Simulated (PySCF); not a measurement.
**C3H4FN: core ionisation energies**

Species: C3H4FN.
Structure used (PBE0-D3(BJ)/def2-SVP), in Å, numbered top down from 1:
```xyz
9
C3H4FN angstrom
C     -1.777   -0.110   -0.264
N     -0.622   -0.597   -0.060
C      0.449    0.268    0.066
C      1.698   -0.168    0.281
F      2.013   -1.443    0.392
H     -2.638   -0.784   -0.364
H     -1.974    0.978   -0.347
H      0.301    1.357   -0.009
H      2.555    0.504    0.382
```

Theory: delta-SCF UKS SCAN, pcX-2 on the ionised atom, pcseg-1 elsewhere, spin-free X2C (PySCF). These are vertical core ionisation energies against the vacuum level, from separate self-consistent calculations with and without the core hole.

Task: Give the core binding energies atom by atom.

Result: 
```json
{"atom(s)": "C1", "bonded to": "N (double bond) and 2 H", "level": "C 1s", "binding energy (eV)": "291.43", "above the level's lowest (eV)": "0.00", "count": "1"}
{"atom(s)": "C3", "bonded to": "N, C (double bond) and H", "level": "C 1s", "binding energy (eV)": "291.52", "above the level's lowest (eV)": "+0.09", "count": "1"}
{"atom(s)": "C4", "bonded to": "F, C (double bond) and H", "level": "C 1s", "binding energy (eV)": "292.79", "above the level's lowest (eV)": "+1.36", "count": "1"}
{"atom(s)": "N2", "bonded to": "C (double bond) and C", "level": "N 1s", "binding energy (eV)": "405.39", "above the level's lowest (eV)": "0.00", "count": "1"}
{"atom(s)": "F5", "bonded to": "C", "level": "F 1s", "binding energy (eV)": "693.17", "above the level's lowest (eV)": "0.00", "count": "1"}
```

Lowest listed C 1s: C1, bonded to N (double bond) and 2 H. Highest, 1.36 eV above it: C4, bonded to F, C (double bond) and H.

Task: Which photon wavelength matches the F 1s of F5 threshold?

Result: λ = hc/E = 12398.42 eV Å / 693.17 eV = 17.887 Å.

The unrestricted hole states depart most from a pure doublet (⟨S²⟩ = 0.75; over 0.85 named) for N 1s of N2 (atom 2) (0.87), which makes this value less certain. Geometry: PBE0-D3(BJ)/def2-SVP, one conformer, isolated molecule.

Hardware: an Arm Neoverse V1 with one thread, no GPU, on a shared host. Cost: 26 s.
